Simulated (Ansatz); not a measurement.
**Scan of [AlH2···H···SiH], doublet**

Starting geometry:

```xyz
6

Al   -1.7258    0.0252    0.0000
H    -2.5187    1.3986    0.0000
H    -2.5187   -1.3482    0.0000
H    -0.1400    0.0252    0.0000
Si    1.7662    0.0252    0.0000
H     2.1626   -1.4543    0.0000
```

From there H4 is moved from one fragment to the other while all else, the fragments' distance too, stays fixed; atoms are numbered as listed. Energies are in eV, counted from the starting geometry at the same level. Kohn–Sham curves are unrestricted where that lies lower.

Basis cc-pVDZ; Ansatz 0.2.0. Only valence electrons are correlated (noble-gas cores frozen). Prefix R: restricted or restricted open-shell reference; prefix U: unrestricted.

Unrestricted rows (U, and Kohn–Sham where it breaks symmetry) aren't spin-pure: their determinants' ⟨S²⟩ exceeds S(S+1) by up to 0.27, so they mix in states of higher spin.

In so small a basis the reference is far from its limit while semilocal and hybrid functionals are nearer theirs (RPA and double hybrids share much of the reference's basis error), so the functionals' errors here hold much of the reference's basis and frozen-core error, which can add to them or hide them.

Full CI isn't at hand for all of this; UCCSDT(Q) serves as the reference, and is uncertain by about the last step of the cluster series.

```csv
distance Al1-H4 (Å),UCCSDT(Q),PBE,r2SCAN,B97M-V,PBE0,B3LYP,wB97M-V,B2PLYP,PBE-QIDH,RPA-PBE
1.475,0.154,0.226,0.208,0.206,0.194,0.174,0.148,0.160,0.165,0.166
1.586,0.000,0.000,0.000,0.000,0.000,0.000,0.000,0.000,0.000,0.000
1.652,-0.012,-0.055,-0.045,-0.045,-0.034,-0.025,-0.007,-0.015,-0.016,-0.023
1.719,0.023,-0.064,-0.043,-0.042,-0.021,-0.003,0.035,0.017,0.017,-0.002
1.786,0.098,-0.030,0.001,0.004,0.036,0.058,0.118,0.089,0.094,0.056
1.852,0.209,0.044,0.083,0.093,0.132,0.157,0.240,0.198,0.209,0.149
1.919,0.361,0.164,0.211,0.229,0.274,0.298,0.405,0.350,0.370,0.283
1.985,0.556,0.334,0.387,0.418,0.466,0.487,0.616,0.546,0.579,0.461
2.052,0.813,0.575,0.633,0.677,0.727,0.741,0.894,0.808,0.857,0.705
```

Judged by the spread of the error over the points with a reference (largest less smallest), which of these follows UCCSDT(Q) best and which worst?

Subtracting the UCCSDT(Q) column from each: best B2PLYP (errors from -0.011 to 0.005, spread 0.017 eV), worst PBE (from -0.238 to 0.072, spread 0.310 eV). Functionals and wave-function methods converge differently with the basis, so part of this is basis effect.
